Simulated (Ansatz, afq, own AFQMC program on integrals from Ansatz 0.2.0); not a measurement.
C2H, doublet: AFQMC among the cluster methods

```yaml
atoms:
  - { symbol: C, position_ang: [1.6233, -0.4493, 1.2083] }
  - { symbol: C, position_ang: [0.6608, -0.2444, 0.5005] }
  - { symbol: H, position_ang: [2.4779, -0.6312, 1.8368] }
```

Connectivity, by distances: CH–C.

Basis def2-SVP. Only valence electrons are correlated. AFQMC by an in-house program on the Cholesky factors that Ansatz 0.2.0 writes for its CCSD(T) run. The CISD trial takes its coefficients from CCSD amplitudes. Released means that phaseless walkers are propagated on without the constraint, phases kept. Free projection: walkers drawn from exp(T), propagated without any constraint. Its projection time is finite, and what remains of the start isn't in its error. ± is one standard error of the sampling.

Determinant: ROHF, the one that the program's search chose, which needn't be the lowest solution. The geometry is a PBE0/def2-SVP stationary point of this or a neighbouring charge and spin state.

No full CI on the walks' own integrals is used here; CCSDTQ serves as the reference and is uncertain by about the last step of the cluster series.

Cautions: a spin-contaminated unrestricted determinant lies lower (UHF 466 meV lower, ⟨S²⟩ 1.16); the released energies have errors that jump between times, so the bars are unsure, so no released level is given (meV from the phaseless value at times in 1/Eh: -2 ± 10 at 0.24, -17 ± 3 at 0.51, -32 ± 3 at 0.99, -33 ± 3 at 1.62, -37 ± 4 at 2.40).

```
T1 diagnostic                               : 0.0297
weight of the determinant in the CISD state : 0.873
size of the correlated space                : 9 electrons in 31 orbitals
```

```csv
level,correlation energy (eV)
MP2,-6.2462
CCSD,-6.7714
CCSD(T),-7.0690
```

(1) Estimate where phaseless AFQMC with a CISD trial lies against CCSD(T) on the same integrals.

(1) 0.22 ± 0.18 mEh above CCSD(T). The gap is under twice the noise, so this walk alone can't tell the two apart.

Reference: CCSDTQ, correlation energy -7.114 eV.

```
        level  E − E(reference) (mEh)  share of correlation (%)
      CCSD(T)                    1.66                     99.37
        CCSDT                    0.95                     99.64
     CCSDT(Q)                   -0.10                    100.04
  ph-AFQMC/HF            11.97 ± 0.87                     95.42
ph-AFQMC/CISD             1.88 ± 0.18                     99.28
   free AFQMC             0.03 ± 0.26                     99.99
```

CCSDT and higher add their correlation energy to the determinant of the CCSD(T) run, since their own runs factorise the integrals more tightly (a shift of under 2 meV). Free projections are given only where their last times agree within the noise and don't stop above the reference; a slow remainder of the start can still hide under it. A walk keeps the symmetry of its determinant, which the program's search chose and which needn't be the lowest solution, so a lower state of the same spin and another symmetry isn't excluded.
